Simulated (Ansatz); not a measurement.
# CCSD/STO-3G run of PH3S (SMILES [PH3]=S)

Aim: the energy change on altering one bond length of PH3S at CCSD/STO-3G, from 2 runs. 

Program for the calculation: Ansatz 0.2.0.

47 further runs of the same task are left out: 47 set aside as unsound or not needed.

### Step 1. The molecule

PH3S: 5 atoms, total charge 0, spin state singlet. SMILES: `[PH3]=S`. The coordinates come from a GFN2-xTB relaxation.

Bond lengths: P1–S2 1.914 Å, P1–H3 1.394 Å, P1–H4 1.394 Å, P1–H5 1.394 Å. Angles: S2–P1–H3 118.2°, S2–P1–H4 118.2°, S2–P1–H5 118.2°, H3–P1–H4 99.6°, H3–P1–H5 99.4°, H4–P1–H5 99.4°.

### Step 2. The energy at CCSD/STO-3G

input.yaml

```yaml
crystal:
  periodic: [false, false, false]
  atoms:
    - symbol: P
      position_ang: [0.007920, -0.006600, 0.007660]
    - symbol: S
      position_ang: [1.261690, -0.941140, 1.111260]
    - symbol: H
      position_ang: [-1.166840, 0.461930, 0.594540]
    - symbol: H
      position_ang: [-0.532470, -0.676580, -1.089190]
    - symbol: H
      position_ang: [0.429710, 1.162380, -0.624270]
basis:
  gaussian: {orbitals: STO-3G}
magnetization: {spin_polarized: false}
correlation: {method: ccsd, frozen_orbitals: {H: 0, P: 5, S: 5}}
accuracy: high
scf: {omitted_lower_state_checks: [cluster_reference, increment]}
```

Run with:

```bash
$ ansatz run input.yaml --threads 1 --pin off --max-ram 2610MiB --events-out events.jsonl --progress --plain --runs-dir runs
```

Output (excerpt; [...] marks lines left out):

```text
Warning: RAYON_NUM_THREADS=1 ignored (pool sized by the plan → 1); use --threads N
Functional definition: HF
  name "HF"
[...]
365 factors; integrals over basis functions are off by at most 2.7e-8 eV
[...]
mean field -19911.40478389 eV, -731.7306293730 hartree, gradient 5.7e-8 eV, S^2 0.000000; 0 other end points of the search recorded, 0 dependent functions left out
10 core orbitals not correlated: weight in the atoms' cores, before any rotation towards them, 1.000 or more for the frozen orbitals, at most 0.000 for the correlated occupied ones
reference -19911.40478389 eV, -731.7306293730 hartree; 7, 7 occupied and 4, 4 virtual orbitals, 365 factors
second order -1.65037516 eV of doubles, -0.00000000 eV of singles
cycle   1  -2.04088985 eV  change   -3.9e-1 eV  update   6.8e-2
[...]
cycle  17  -2.28987293 eV  change  -1.1e-10 eV  update  7.2e-10
Total energy: -19913.69465682 eV, -731.8147806510 hartree
Checks for a lower state left out: cluster_reference, increment
```

It took 0.14 s on 1 thread of Intel Xeon 6975P-C (Granite Rapids), shared host.

### Step 3. The distorted shape

molecule.yaml

```yaml
crystal:
  periodic: [false, false, false]
  atoms:
    - {symbol: P, position_ang: [0.301571, -0.123717, -0.139040]}
    - {symbol: S, position_ang: [1.555341, -1.058257, 0.964560]}
    - {symbol: H, position_ang: [-1.166840, 0.461930, 0.594540]}
    - {symbol: H, position_ang: [-0.238819, -0.793697, -1.235890]}
    - {symbol: H, position_ang: [0.723361, 1.045263, -0.770970]}
basis:
  gaussian: {orbitals: STO-3G}
magnetization: {spin_polarized: false}
correlation: {method: ccsd, frozen_orbitals: {H: 0, P: 5, S: 5}}
accuracy: high
scf: {omitted_lower_state_checks: [cluster_reference, increment]}
```

Run with:

```bash
$ ansatz run molecule.yaml --threads 1 --pin off --max-ram 2610MiB --events-out events.jsonl --progress --plain --runs-dir runs
```

Output (excerpt; [...] marks lines left out):

```text
Warning: RAYON_NUM_THREADS=1 ignored (pool sized by the plan → 1); use --threads N
Functional definition: HF
  name "HF"
[...]
365 factors; integrals over basis functions are off by at most 3.5e-8 eV
[...]
mean field -19910.12997918 eV, -731.6837811639 hartree, gradient 7.3e-8 eV, S^2 0.000000; 0 other end points of the search recorded, 0 dependent functions left out
10 core orbitals not correlated: weight in the atoms' cores, before any rotation towards them, 1.000 or more for the frozen orbitals, at most 0.000 for the correlated occupied ones
reference -19910.12997918 eV, -731.6837811639 hartree; 7, 7 occupied and 4, 4 virtual orbitals, 365 factors
second order -2.00351445 eV of doubles, -0.00000000 eV of singles
cycle   1  -2.47099788 eV  change   -4.7e-1 eV  update   9.1e-2
[...]
cycle  23  -2.82702848 eV  change   8.0e-11 eV  update  3.3e-10
Total energy: -19912.95700766 eV, -731.7876725445 hartree
Checks for a lower state left out: cluster_reference, increment
```

Wall time 0.14 s (1 thread of Intel Xeon 6975P-C (Granite Rapids), shared host).

### Step 4. Outcome

At CCSD/STO-3G, 10 core orbitals frozen:

| quantity | value |
| --- | --- |
| first shape: total energy | -731.81478 Eh |
| first shape: correlation energy (10 core orbitals frozen) | -84.2 mEh |
| first shape: T1 diagnostic | 0.014 |
| distorted shape: total energy | -731.78767 Eh |
| distorted shape: correlation energy (10 core orbitals frozen) | -103.9 mEh |
| distorted shape: T1 diagnostic | 0.020 |
| energy change with the P1–H3 bond stretched from 1.394 to 1.743 Å | 0.738 eV |

What this shows: With the P1–H3 bond stretched from 1.394 to 1.743 Å the energy rises by 0.74 eV (71.2 kJ/mol). The first shape isn't relaxed at this level, so the change isn't measured from a minimum. The minimal basis adds a large error of its own.
